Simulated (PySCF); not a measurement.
Compound: C₄H₇O (doublet state).
Structure used (GFN2-xTB), in Å, numbered top down from 1:
```xyz
12
C4H7O angstrom
C      2.454    0.024   -0.107
C      1.615    0.174    0.884
O      0.331    0.265    1.091
C     -0.593   -0.430    0.231
C     -1.904    0.334    0.220
H      3.508   -0.093    0.070
H      2.167    0.104   -1.157
H     -0.734   -1.443    0.627
H     -0.167   -0.499   -0.775
H     -2.628   -0.187   -0.401
H     -1.752    1.335   -0.176
H     -2.295    0.417    1.231
```

The hyperfine couplings belong to this conformer and change with its torsions.

Identity: `C=[C]OCC` [radical].

Method: UKS B3LYP, pcH-1 on C H O, non-relativistic, mean-field spin-orbit, GIAO (PySCF). Geometry: GFN2-xTB, one conformer, isolated molecule. Couplings are sensitive to structure, and on GFN2-xTB geometries they can be far from those on DFT ones. No stability test was run, so a lower SCF solution isn't excluded.

(1) The isotropic 13C couplings are +429.8, +61.1, +34.3, +1.1 MHz. Assign them to C1; C2; C4; C5.

(2) The isotropic 1H couplings, averaged over equivalent nuclei, are +139.6, +61.7, +3.2, -0.2 MHz. Assign them to H6; H7; H8/H9; H10/H11/H12.

Answers

(1) 
```
site  a_iso (MHz)  ρ(0) (bohr⁻³)                 position  distance from C2 (Å)  spin population  largest |T| (MHz)
  C1        +61.1        +0.0543           1 bond from C2                  1.31            -0.09               19.9
  C2       +429.8        +0.3824  largest spin population                  0.00            +0.89              131.2
  C4        +34.3        +0.0305          2 bonds from C2                  2.38            +0.05               12.3
  C5         +1.1        +0.0010          3 bonds from C2                  3.59             0.00                1.6
```

(2) 
```csv
site,a_iso (MHz),ρ(0) (bohr⁻³),position,distance from C2 (Å),bound to,spin population there,largest |T| (MHz)
H6,+61.7,+0.0138,2 bonds from C2,2.08,C1,-0.09,13.5
H7,+139.6,+0.0312,2 bonds from C2,2.12,C1,-0.09,7.1
H8/H9,-0.2,-0.0001,3 bonds from C2,2.69,C4,+0.05,6.5
H10/H11/H12,+3.2,+0.0007,4 bonds from C2,4.03,C5,0.00,2.7
```

ρ(0) is the spin density at the nucleus and T the dipolar tensor; entries for several nuclei are means. Largest spin populations (Mulliken): C2 (+0.89), C1 (-0.09) and H7 (+0.08). No atom but C2 exceeds +0.15.

Class means assume fast exchange of nuclei equivalent by connectivity; if that motion is slow, each nucleus keeps its own coupling. The three 1H nuclei of mean +3.2 MHz run from 0.6 to 8.2 MHz in the frozen geometry.
